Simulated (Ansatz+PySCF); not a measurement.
A calculation with Ansatz (development build ahead of 0.2.0).

```yaml
crystal:
  periodic: [false, false, false]
  atoms:
    - { symbol: H, position_ang: [-1.23082, -0.88928, 0.10207] }
    - { symbol: C, position_ang: [-0.6845, 0.02765, -0.06653] }
    - { symbol: O, position_ang: [0.67116, -0.12516, 0.0235] }
    - { symbol: H, position_ang: [1.09168, 0.73512, -0.0683] }
    - { symbol: H, position_ang: [-1.12318, 0.98957, 0.1774] }
basis:
  gaussian: { orbitals: cc-pVTZ }
magnetization:
  initial_magnetization: 1
hamiltonian:
  xc: hf
correlation:
  method: mp2
  frozen_orbitals: { C: 1, H: 0, O: 1 }
output:
  forces: true
```

The input is written out in the form of the current development build from the run's settings. Correlation on restricted open-shell orbitals is semicanonical, with singles.

Results

- Converged: yes
- Reference energy: -114.45791 hartree
- Correlation energy: -0.39817 hartree
- Total energy: -114.85608 hartree
- Spin squared of the determinant: 0.750
- Stability test: minimum among restricted orbitals

Forces (eV/Å):
```
atom      Fx      Fy      Fz
  H1   0.111   0.175  -0.039
  C2  -0.034   0.042   0.109
  O3  -0.069   0.032  -0.018
  H4  -0.111  -0.058   0.008
  H5   0.103  -0.191  -0.061
```
